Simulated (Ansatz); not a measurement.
**SiH2 (SMILES [H][Si][H]): the vertical energy of the triplet above the singlet, rung by rung**

The species is SiH2 (3 atoms), meant as a singlet with charge 0. As SMILES, `[H][Si][H]`. The coordinates come from a GFN2-xTB relaxation.

| atom | x (Å) | y (Å) | z (Å) |
| --- | --- | --- | --- |
| Si | 0.0052 | -0.0082 | -0.6557 |
| H | 1.1102 | -0.0200 | 0.3374 |
| H | -1.1155 | 0.0282 | 0.3183 |

Quantity: the vertical energy of the triplet above the singlet, in eV. The values are calculated.

| level | kind | program | value (eV) | CPU time (all runs) |
| --- | --- | --- | --- | --- |
| HF/cc-pVDZ | Hartree–Fock | Ansatz | 0.41 | 0.46 s |
| SVWN5/cc-pVDZ | LDA | Ansatz | 0.96 | 1.5 s |
| r2SCAN/cc-pVDZ | meta-GGA | Ansatz | 0.64 | 5.2 s |
| BHLYP/cc-pVDZ | global hybrid | Ansatz | 1.04 | 2.4 s |
| HSE06/cc-pVDZ | range-separated hybrid | Ansatz | 0.82 | 2.8 s |
| B2PLYP/cc-pVDZ | double hybrid | Ansatz | 1.02 | 2.8 s |
| MP2/cc-pVDZ | perturbation theory | Ansatz | 0.82 | 0.48 s |
| CCSDT(Q)/cc-pVDZ | coupled cluster or CI | Ansatz | 1.00 | 3.7 s |
| FCI/3-21G | exact in the basis | Ansatz | 0.62 | 0.9 s |

The values span 0.41 to 1.04 eV. High-level rows in very small sets aren't better than simpler rows in larger ones. Times are those of the runs behind each value, whatever else they computed, on shared processors of several kinds: orders of magnitude only.
